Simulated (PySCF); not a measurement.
First SCF of a structure search on quartet BO2, at a hand-made bent geometry. PySCF input:

```python
from pyscf import gto, scf, dft
mol = gto.M(atom='''
B      0.000000     0.000000     0.000000
O      1.105900     0.000000     0.774300
O     -1.105900     0.000000     0.774300''',
    basis={'B': 'def2-TZVP', 'O': 'def2-TZVP'},
    charge=0, spin=3)
mf = dft.UKS(mol, xc='PBE')
mf.grids.atom_grid = (50, 194)
aux = {'B': 'def2-universal-JKFIT', 'O': 'def2-universal-JKFIT'}
mf = mf.density_fit(auxbasis=aux)
mf.conv_tol = 1e-08
mf.diis_space = 10
mf.max_cycle = 60
mf.init_guess = 'minao'
mf.verbose = 4
mf.kernel()
```

Excerpt of the output (cycles alone):

```
init E= -175.272362546857
cycle= 1 E= -175.007478385111  delta_E= 0.265  |g|= 0.252  |ddm|= 1.32
cycle= 2 E= -174.953748818694  delta_E= 0.0537  |g|= 0.453  |ddm|= 0.361
cycle= 3 E= -175.032282744914  delta_E= -0.0785  |g|= 0.0334  |ddm|= 0.227
cycle= 4 E= -175.03282512745  delta_E= -0.000542  |g|= 0.0131  |ddm|= 0.0451
cycle= 5 E= -175.032924013217  delta_E= -9.89e-05  |g|= 0.00176  |ddm|= 0.0173
cycle= 6 E= -175.032926012387  delta_E= -2e-06  |g|= 0.000401  |ddm|= 0.00236
cycle= 7 E= -175.032926102148  delta_E= -8.98e-08  |g|= 0.000124  |ddm|= 0.000436
cycle= 8 E= -175.032926110307  delta_E= -8.16e-09  |g|= 2.32e-05  |ddm|= 0.000127
Extra cycle  E= -175.032926110414  delta_E= -1.08e-10  |g|= 1.88e-05  |ddm|= 3.58e-05
converged SCF energy = -175.032926110414  <S^2> = 3.7613436  2S+1 = 4.0056678
```

No lower solution of this spin was found from smeared starts or by a stability analysis within the unrestricted form.

The search for the lowest solution, 3 starts and the stability check together, took 4.6 s on 4 threads of a shared Arm Neoverse V2 host, with 93 basis functions; the process peaked at 0.36 GiB. Launch command: `OMP_NUM_THREADS=4 python axn.py task.json out`.
